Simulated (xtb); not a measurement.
xtb input (GFN2-xTB):

```bash
xtb mol.xyz --gfn 2 --ohess tight --chrg 1 --uhf 0
```
mol.xyz:
```
9

C     -1.06526406    -0.03485692    -0.05955115
O     -0.87804687    -1.21353972    -0.07954200
O     -0.14848254     1.00462747    -0.04483618
H     -2.08697178     0.43602070    -0.07875953
C      1.20986673     0.46606179    -0.03211844
H      1.85726499     1.34502045    -0.02141410
H      1.34135784    -0.13611321     0.81090575
H      1.36490563    -0.10417601    -0.92131150
H     -1.58127949    -1.83153357     0.35172314
```

Output:

```
           -------------------------------------------------
          |                Calculation Setup                |
           -------------------------------------------------

           -------------------------------------------------
          |                 G F N 2 - x T B                 |
           -------------------------------------------------

        Reference                      10.1021/acs.jctc.8b01176
      * Hamiltonian:
        H0-scaling (s, p, d)           1.850000    2.230000    2.230000
        zeta-weighting                 0.500000
      * Dispersion:
        s8                             2.700000
        a1                             0.520000
        a2                             5.000000
        s9                             5.000000
      * Repulsion:
        kExp                           1.500000    1.000000
        rExp                           1.000000
      * Coulomb:
        alpha                          2.000000
        third order                    shell-resolved
        anisotropic                    true
        a3                             3.000000
        a5                             4.000000
        cn-shift                       1.200000
        cn-exp                         4.000000
        max-rad                        5.000000

          ...................................................
          :                      SETUP                      :
          :.................................................:
          :  # basis functions                  21          :
          :  # atomic orbitals                  21          :
          :  # shells                           13          :
          :  # electrons                        24          :
          :  max. iterations                   250          :
          :  Hamiltonian                  GFN2-xTB          :
          :  restarted?                      false          :
          :  GBSA solvation                  false          :
          :  PC potential                    false          :
          :  electronic temp.          300.0000000     K    :
          :  accuracy                    1.0000000          :
          :  -> integral cutoff          0.2500000E+02      :
          :  -> integral neglect         0.1000000E-07      :
          :  -> SCF convergence          0.1000000E-05 Eh   :
          :  -> wf. convergence          0.1000000E-03 e    :
          :  Broyden damping             0.4000000          :
          :  net charge                          1          :
          :  unpaired electrons                  0          :
          ...................................................

 iter      E             dE          RMSdq      gap      omega  full diag
   1    -14.5479947 -0.145480E+02  0.540E+00    5.54       0.0  T
   2    -14.5817582 -0.337635E-01  0.290E+00    3.95       1.0  T
   3    -14.5825293 -0.771067E-03  0.161E+00    4.08       1.0  T
   4    -14.5855885 -0.305925E-02  0.265E-01    3.50       1.0  T
   5    -14.5858373 -0.248767E-03  0.106E-01    3.65       1.0  T
   6    -14.5858579 -0.206416E-04  0.270E-02    3.66       1.2  T
[...]
     1   6 C        2   8 O                                       1.2811740
     1   6 C        3   8 O                                       1.2440419
     1   6 C        4   1 H                                       1.0961728
     3   8 O        5   6 C                                       1.4318597 (max)
     5   6 C        6   1 H                                       1.0923047
     5   6 C        7   1 H                                       1.0893333
     5   6 C        8   1 H                                       1.0923850
     2   8 O        9   1 H                                       0.9745696 (min)
Molecule has the following symmetry elements: (sigma)
It seems to be the Cs point group

 * 3 distinct bonds (by element types)

   Z      Z             #   av. dist./Å        max./Å        min./Å
   1 H    6 C           4     1.0925489     1.0961728     1.0893333
   1 H    8 O           1     0.9745696     0.9745696     0.9745696
   6 C    8 O           3     1.3190252     1.4318597     1.2440419

           -------------------------------------------------
          |               Frequency Printout                |
           -------------------------------------------------
 projected vibrational frequencies (cm⁻¹)
eigval :       -0.00    -0.00    -0.00    -0.00     0.00     0.00
eigval :       71.27   275.53   415.17   623.92   677.24   901.51
eigval :      921.80  1065.45  1083.09  1138.46  1295.32  1304.12
eigval :     1363.72  1383.75  1406.51  1608.96  2941.05  2995.46
eigval :     3005.05  3037.65  3357.59
 reduced masses (amu)
   1: 10.11   2: 12.61   3: 13.05   4: 12.02   5: 12.32   6: 12.86   7:  2.07   8: 11.18
   9:  9.58  10:  2.84  11: 11.56  12: 11.15  13:  5.00  14:  3.71  15:  3.86  16:  5.58
  17:  9.69  18:  5.70  19:  2.94  20:  1.58  21:  1.84  22: 13.02  23:  1.83  24:  1.97
  25:  1.36  26:  1.90  27:  1.88
 IR intensities (km·mol⁻¹)
   1:  3.31   2: 10.20   3: 17.87   4:  4.68   5:  5.13   6: 11.95   7:  0.31   8: 10.82
   9: 96.17  10:151.06  11:  2.73  12: 65.60  13:  0.39  14:113.06  15:  0.01  16: 41.52
  17:186.72  18: 48.99  19: 38.90  20: 34.71  21: 31.64  22:470.75  23: 20.73  24: 16.82
  25: 25.45  26:  1.20  27:324.68
 Raman intensities (Ä⁴*amu⁻¹)
   1:  0.00   2:  0.00   3:  0.00   4:  0.00   5:  0.00   6:  0.00   7:  0.00   8:  0.00
   9:  0.00  10:  0.00  11:  0.00  12:  0.00  13:  0.00  14:  0.00  15:  0.00  16:  0.00
  17:  0.00  18:  0.00  19:  0.00  20:  0.00  21:  0.00  22:  0.00  23:  0.00  24:  0.00
  25:  0.00  26:  0.00  27:  0.00
 output can be read by thermo (or use thermo option).
 writing <g98.out> molden fake output.
 recommended (thermochemical) frequency scaling factor: 1.0
           -------------------------------------------------
          |             Thermodynamic Functions             |
           -------------------------------------------------

cs  symmetry found (for desy threshold:  0.10E+00) used in thermo

          ...................................................
          :                      SETUP                      :
          :.................................................:
          :  # frequencies                          21      :
          :  # imaginary freq.                       0      :
          :  linear?                             false      :
          :  only rotor calc.                    false      :
          :  symmetry                               cs      :
          :  rotational number                       1      :
          :  scaling factor                  1.0000000      :
          :  rotor cutoff                   50.0000000 cm⁻¹ :
          :  imag. cutoff                  -20.0000000 cm⁻¹ :
          :.................................................:

    mode    ω/cm⁻¹     T·S(HO)/kcal·mol⁻¹    T·S(FR)/kcal·mol⁻¹   T·S(vib)
   ------------------------------------------------------------------------
       1     71.27    -1.22778 ( 80.50%)    -0.95055 ( 19.50%)    -1.17372
       2    275.53    -0.46549 ( 99.89%)    -0.55070 (  0.11%)    -0.46558
   ------------------------------------------------------------------------

   temp. (K)  partition function   enthalpy   heat capacity  entropy
                                   cal/mol     cal/K/mol   cal/K/mol   J/K/mol
 298.15  VIB   6.20                 1277.924      9.294      7.730
         ROT  0.346E+05              888.752      2.981     23.750
         INT  0.214E+06             2166.676     12.275     31.480
         TR   0.462E+27             1481.254      4.968     38.230
         TOT                        3647.9304    17.2435    69.7098   291.6660

       T/K    H(0)-H(T)+PV         H(T)/Eh          T*S/Eh         G(T)/Eh
   ------------------------------------------------------------------------
Note: The following floating-point exceptions are signalling: IEEE_UNDERFLOW_FLAG IEEE_DENORMAL
normal termination of xtb
    298.15    0.581335E-02    0.761464E-01    0.331214E-01    0.430250E-01
   ------------------------------------------------------------------------

         :::::::::::::::::::::::::::::::::::::::::::::::::::::
         ::                  THERMODYNAMIC                  ::
         :::::::::::::::::::::::::::::::::::::::::::::::::::::
         :: total free energy         -14.442969130966 Eh   ::
         ::.................................................::
         :: total energy              -14.485994088257 Eh   ::
         :: zero point energy           0.070333004026 Eh   ::
         :: G(RRHO) w/o ZPVE           -0.027308046735 Eh   ::
         :: G(RRHO) contrib.            0.043024957291 Eh   ::
         :::::::::::::::::::::::::::::::::::::::::::::::::::::

optimized geometry written to: xtbopt.xyz

           -------------------------------------------------
          | TOTAL ENERGY              -14.485994088257 Eh   |
          | TOTAL ENTHALPY            -14.409847737087 Eh   |
          | TOTAL FREE ENERGY         -14.442969130966 Eh   |
          | GRADIENT NORM               0.000639232709 Eh/α |
          | HOMO-LUMO GAP               4.430561420863 eV   |
           -------------------------------------------------

------------------------------------------------------------------------
------------------------------------------------------------------------
 total:
 SCF:
 ANC optimizer:
 analytical hessian:
```

It need not be the lowest isomer of its formula.
